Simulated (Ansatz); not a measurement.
Results of r²SCAN in Ansatz (plane waves, PAW) for SnCl2 (Pnma, No. 62).

Run with plane-wave cutoff 560 eV, 4×8×4 k mesh (along the axes of the cell as run), Fermi–Dirac smearing 0.01 eV, scalar-relativistic PAW data made under PBE.

Cell (relaxed at this level):

```
SnCl2
1.0
    8.05443     0.00000     0.00000
    0.00000     4.29101     0.00000
    0.00000     0.00000     9.66957
Sn Cl
4 8
Direct
  0.77247   0.75000   0.56036
  0.22753   0.25000   0.43964
  0.72753   0.25000   0.06036
  0.27247   0.75000   0.93964
  0.52018   0.25000   0.85379
  0.47982   0.75000   0.14621
  0.97982   0.75000   0.35379
  0.02018   0.25000   0.64621
  0.14508   0.25000   0.08055
  0.85492   0.75000   0.91945
  0.35492   0.75000   0.58055
  0.64508   0.25000   0.41945
```

Q: Predict the band gap and direct gap at Γ.

A: 
band gap: 3.42 eV (on the SCF k mesh)
direct gap at Γ: 3.69 eV

Note: the volume lies 5 % above that of the published cell.

Spin–orbit coupling is not included.

The computed numbers hold no vibrational or temperature effects.

Computing time: roughly 15 core-minutes.

Ansatz is a first-principles code.
